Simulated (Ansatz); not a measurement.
Steps of a relaxation of C$_{2}$H$_{3}$FN$_{2}$, SMILES `NC1(F)C=N1` with RKS PBE0-D4/def2-TZVP.

```sh
$ ansatz run in.yaml --threads 2 --pin off --events-out ev --progress --plain --max-ram 4352MiB
```

```yaml
crystal:
  periodic: [false, false, false]
  atoms:
    - {symbol: N, position_ang: [-0.413257, -0.155088, 1.184584]}
    - {symbol: C, position_ang: [0.376860, -0.158424, 0.013809]}
    - {symbol: F, position_ang: [1.583979, -0.746519, 0.277148]}
    - {symbol: C, position_ang: [-0.108040, -0.114032, -1.333595]}
    - {symbol: N, position_ang: [0.446463, 0.985322, -0.960000]}
    - {symbol: H, position_ang: [-1.289585, 0.355182, 1.041603]}
    - {symbol: H, position_ang: [0.100004, 0.283052, 1.960698]}
    - {symbol: H, position_ang: [-0.604224, -0.506393, -2.240148]}
basis:
  gaussian: {orbitals: def2-TZVP}
hamiltonian: {xc: pbe0, dispersion: d4}
relax: {f_tol: 0.005, max_steps: 150}
```

Positions (Å) and forces (eV/Å) along the path, 10 of 10 steps:

```xyz
8
step=1 energy=-7812.2550 eV
N    -0.413   -0.155    1.185    0.092    0.514    0.155
C     0.377   -0.158    0.014   -0.067    0.327   -0.617
F     1.584   -0.747    0.277   -0.504    0.227   -0.085
C    -0.108   -0.114   -1.334    0.491    0.821    0.367
N     0.446    0.985   -0.960   -0.551   -1.527    0.061
H    -1.290    0.355    1.042    0.528   -0.291    0.020
H     0.100    0.283    1.961   -0.292   -0.276   -0.466
H    -0.604   -0.506   -2.240    0.303    0.205    0.564
8
step=2 energy=-7812.2975 eV
N    -0.412   -0.153    1.180    0.037    0.198    0.045
C     0.371   -0.156    0.011    0.002    0.185   -0.354
F     1.571   -0.742    0.274   -0.169    0.088   -0.034
C    -0.107   -0.112   -1.327    0.163    0.260    0.142
N     0.438    0.976   -0.956   -0.158   -0.579    0.154
H    -1.276    0.356    1.037    0.120   -0.092    0.007
H     0.099    0.277    1.947   -0.075   -0.098   -0.120
H    -0.592   -0.504   -2.222    0.080    0.038    0.159
8
step=3 energy=-7812.3040 eV
N    -0.411   -0.149    1.176   -0.008    0.028   -0.003
C     0.368   -0.154    0.007    0.019    0.098   -0.044
F     1.565   -0.737    0.271    0.019   -0.014    0.012
C    -0.106   -0.112   -1.324   -0.038   -0.033   -0.065
N     0.435    0.970   -0.951    0.021   -0.034    0.096
H    -1.273    0.358    1.036   -0.013   -0.009    0.003
H     0.101    0.271    1.943    0.011   -0.016    0.010
H    -0.587   -0.504   -2.214   -0.010   -0.019   -0.009
8
step=4 energy=-7812.3044 eV
N    -0.411   -0.148    1.176   -0.004    0.012   -0.004
C     0.368   -0.152    0.006    0.004    0.051   -0.012
F     1.564   -0.736    0.271    0.021   -0.011    0.013
C    -0.106   -0.112   -1.325   -0.027   -0.024   -0.045
N     0.436    0.969   -0.950    0.012   -0.010    0.045
H    -1.274    0.359    1.037   -0.010   -0.002    0.002
H     0.101    0.268    1.945    0.008   -0.009    0.008
H    -0.587   -0.505   -2.215   -0.006   -0.007   -0.006
8
step=5 energy=-7812.3047 eV
N    -0.412   -0.146    1.175   -0.002    0.000   -0.001
C     0.368   -0.149    0.006   -0.003    0.000    0.003
F     1.565   -0.734    0.272    0.002    0.000    0.004
C    -0.106   -0.113   -1.327    0.001   -0.013    0.003
N     0.436    0.968   -0.950   -0.001    0.010   -0.006
H    -1.274    0.362    1.039    0.002    0.002    0.001
H     0.102    0.262    1.947    0.001   -0.005   -0.003
H    -0.587   -0.507   -2.217   -0.001    0.005   -0.001
8
step=6 energy=-7812.3047 eV
N    -0.412   -0.145    1.174   -0.004   -0.003    0.000
C     0.368   -0.149    0.005    0.001   -0.004    0.000
F     1.565   -0.732    0.273    0.000    0.002    0.001
C    -0.106   -0.114   -1.328    0.006   -0.003    0.008
N     0.435    0.968   -0.950   -0.005    0.002   -0.009
H    -1.273    0.365    1.039    0.001    0.004    0.001
H     0.102    0.259    1.947    0.002   -0.002    0.000
H    -0.586   -0.508   -2.217   -0.001    0.004   -0.002
8
step=7 energy=-7812.3048 eV
N    -0.415   -0.145    1.173   -0.003   -0.004    0.001
C     0.367   -0.147    0.005    0.008   -0.006    0.000
F     1.565   -0.727    0.276   -0.009    0.005   -0.004
C    -0.105   -0.117   -1.329    0.000   -0.001    0.006
N     0.430    0.969   -0.952   -0.001    0.002    0.001
H    -1.270    0.376    1.042    0.007    0.002    0.000
H     0.104    0.246    1.950   -0.003    0.001   -0.005
H    -0.584   -0.512   -2.219    0.002    0.000    0.002
8
step=8 energy=-7812.3048 eV
N    -0.416   -0.145    1.172   -0.006   -0.004    0.008
C     0.366   -0.147    0.005    0.010    0.000   -0.007
F     1.565   -0.725    0.276   -0.001    0.000   -0.001
C    -0.105   -0.117   -1.329    0.006    0.017    0.002
N     0.428    0.969   -0.952   -0.008   -0.016   -0.004
H    -1.268    0.380    1.042    0.000    0.002    0.000
H     0.104    0.242    1.950    0.000    0.002    0.001
H    -0.583   -0.513   -2.219    0.000   -0.001    0.001
8
step=9 energy=-7812.3048 eV rejected
N    -0.416   -0.146    1.172    0.003   -0.001   -0.005
C     0.366   -0.147    0.004   -0.002   -0.004   -0.001
F     1.566   -0.724    0.276   -0.002    0.003    0.001
C    -0.105   -0.117   -1.329    0.004   -0.005    0.021
N     0.427    0.969   -0.952    0.007    0.012    0.002
H    -1.268    0.382    1.042    0.000    0.000    0.001
H     0.104    0.241    1.950    0.000    0.001    0.000
H    -0.583   -0.514   -2.218   -0.010   -0.006   -0.021
8
step=10 energy=-7812.3048 eV
N    -0.416   -0.146    1.172    0.000   -0.001   -0.002
C     0.366   -0.147    0.004    0.001    0.001    0.002
F     1.566   -0.724    0.276   -0.001   -0.001    0.000
C    -0.105   -0.117   -1.329   -0.002   -0.003   -0.003
N     0.428    0.969   -0.952    0.000    0.002    0.001
H    -1.268    0.381    1.042    0.000    0.001    0.000
H     0.104    0.241    1.950    0.001    0.000    0.000
H    -0.583   -0.513   -2.219    0.001    0.001    0.002
```

Run time 13 s (2 threads of an AMD EPYC 9R45 on a shared host); peak host memory 0.37 GiB.
